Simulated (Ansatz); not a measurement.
# Two structures, one formula

Two relaxed structures of C2H3N, closed shell (PBE0-D4/def2-TZVP; forces vanish, vibrations not checked).

A:

```tsv
atom	x (Å)	y (Å)	z (Å)
C1	-0.7086	-1.3444	-0.4384
N2	-0.0912	-0.4032	-0.1417
C3	0.6563	0.7366	0.2171
H4	0.3009	1.6040	-0.3408
H5	1.7110	0.5751	-0.0096
H6	0.5472	0.9308	1.2849
```

B:

```
6
angstrom
C -0.5946 -0.5243 -0.2450
N 0.3177 -1.2321 0.7161
C 0.1292 0.2374 0.4670
H -1.3893 -0.7756 -0.9220
H 1.1461 -1.5316 0.1942
H 0.4564 1.1669 0.8937
```

Computed with Ansatz 0.2.0 (basis: def2-TZVPP); correlated methods freeze the cores. B3LYP uses VWN-RPA correlation.

Question: Which structure is lower at CCSD(T), and by how much? (Judge from chemistry; the value comes from the calculation.)

Answer: Computed: A, by 244.6 kJ/mol (electronic energy, against the other). By their contacts, A is C₂H₃N ([C][N][CH3]) and B is C₂H₃N (C1=CN1).

All methods give the same order:

```
   method  E(B) − E(A) (kJ/mol)
   PBE-D4                 214.3
r2SCAN-D4                 230.5
  PBE0-D4                 225.2
 B3LYP-D4                 244.8
  wB97M-V                 242.1
       HF                 299.8
      MP2                 239.8
     CCSD                 251.1
  CCSD(T)                 244.6
```

T1 diagnostic: at most 0.014. The restricted Hartree–Fock reference is unstable towards an unrestricted one at one or more of these structures.

Labels in which every atom is bracketed show which atoms are joined, not bond orders.

For scale, one of the runs: CCSD(T)/def2-TZVPP, 135 basis functions, launched by `ansatz run in.yaml --threads 2 --pin off --events-out ev --progress --plain --max-ram 4352MiB`. Hardware: 2 CPU threads of an Arm Neoverse V2, shared host. Wall time 6.5 s; peak host memory 0.74 GiB.
